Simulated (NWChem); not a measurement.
Molecule: LiF; SMILES [F][Li]

All runs: NWChem. The geometry was optimised at PBE0-D3(BJ)/def2-TZVP. B3LYP is NWChem's, with the RPA form of VWN correlation. Core excitations by TDA in a window of 1s orbitals, non-relativistic and unshifted: absolute energies depend strongly on the exact-exchange share.

For level F K edge, B3LYP/cc-pVTZ:

```
Property                                  Result
----------------------------------------  ------
first 1s excitation (eV)                   664.9
first state with f > 0.002 (eV)            666.5
dipole oscillator strength of that state  0.0040
```

Task: How do the values read with level F K edge, BHandHLYP/def2-TZVP instead?

Result: 
- first 1s excitation (eV): 680.2
- first state with f > 0.002 (eV): 681.8
- dipole oscillator strength of that state: 0.0106
